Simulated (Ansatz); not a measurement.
Molecule: water, H2O (charge 0, singlet). 
Structure (B3LYP-D3(BJ)/def2-TZVP (Ansatz, a first-principles code) minimum search):
```xyz
3

O      0.0070     0.0013     0.1167
H     -0.0500     0.7593    -0.4742
H     -0.0062    -0.7700    -0.4592
```

Computed values are from Ansatz. Correlated levels leave the core frozen unless marked. UHF or UKS for open shells. Spin-orbit coupling is left out. No relativistic terms. CBS marks a two-point X^-3 extrapolation of the correlation energy; Hartree-Fock from the larger set (for Q and 5 zeta extrapolated as (X+1)exp(-9√X)).

**Question.** What is the vertical triplet-singlet gap at CCSD(T)/CBS(aug-cc-pVTZ,aug-cc-pVQZ)?

**Answer.** 7.31 eV.

**Question.** What is the dipole moment at CCSD(T)/aug-cc-pVDZ?

**Answer.** 1.84 D.

**Question.** What is the total energy at CCSD(T)/CBS(cc-pVQZ,cc-pV5Z)?

**Answer.** -76.3767 Eh.

**Question.** What is the vertical ionisation energy (to the doublet) at CCSD(T)/CBS(aug-cc-pVTZ,aug-cc-pVQZ)?

**Answer.** 12.76 eV.

**Question.** What is the T1 diagnostic at CCSD/cc-pV5Z?

**Answer.** 0.008.
